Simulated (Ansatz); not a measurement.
# AlH2F (singlet): wave-function methods side by side, cc-pVDZ

One table from this session's results is given with a row withheld; the runs are named, their logs left out.

Computed with Ansatz 0.2.0, Gaussian basis. Level: cc-pVDZ, core rule «outside noble gas», up to 6 orbitals frozen.

The runs, in order: UHF; CCSD(T) on RHF; BCCD(T) on RHF; CISD; CCSDT(Q) on RHF; CCSDTQ on RHF.

9 further runs of the same task are left out: 6 for a known fault of the program, 3 set aside as unsound or not needed.

### The geometry

The geometry is a PBE0/def2-TZVP stationary point (not a proven minimum).

4 atoms, charge 0, spin multiplicity 1.

Atoms are counted from 1 here; the program's logs count them from 0.

Bond lengths: Al1–F2 1.650 Å, Al1–H3 1.576 Å, Al1–H4 1.576 Å. Angles: F2–Al1–H3 117.0°, F2–Al1–H4 117.0°, H3–Al1–H4 126.0°.

Set-up of the first run:

in.yaml

```yaml
crystal:
  periodic: [false, false, false]
  atoms:
    - {symbol: Al, position_ang: [0.000000, 0.000000, 0.623040]}
    - {symbol: F, position_ang: [0.000000, 0.000000, -1.026821]}
    - {symbol: H, position_ang: [0.000000, 1.404203, 1.338066]}
    - {symbol: H, position_ang: [0.000000, -1.404203, 1.338066]}
basis:
  gaussian: {orbitals: cc-pVDZ}
magnetization: {spin_polarized: true, initial_magnetization: 0}
hamiltonian: {xc: hf}
output: {orbitals: {seedname: orbitals}}
```

Command:

```console
> ansatz run in.yaml --threads 1 --pin off --events-out ev --progress --plain --max-ram 2816MiB --backend cpu
```

Among the steps run: UHF; CCSD(T) on RHF; BCCD(T) on RHF; CISD; CCSDT(Q) on RHF; CCSDTQ on RHF.

One table of the session follows, with a row left open; its other results are not shown here.

It belongs to the step «Misses and costs». 

| method | from RCCSDTQ (kJ/mol) |
| --- | --- |
| RHF | +733.5 |
| RMP2 | +57.1 |
| CISD | +57.6 |
| RCCSD | +11.9 |
| RCCSD(T) | ? |
| BCCD(T) | +1.9 |
| RCCSDT | +1.3 |
| RCCSDT(Q) | -0.1 |
| RCCSDTQ | 0 |

Q: Estimate the row for RCCSD(T) from the others.

As computed: from RCCSDTQ (kJ/mol): +2.2. In the column «from RCCSDTQ (kJ/mol)» it lies between BCCD(T) (+1.9) and RCCSD (+11.9).
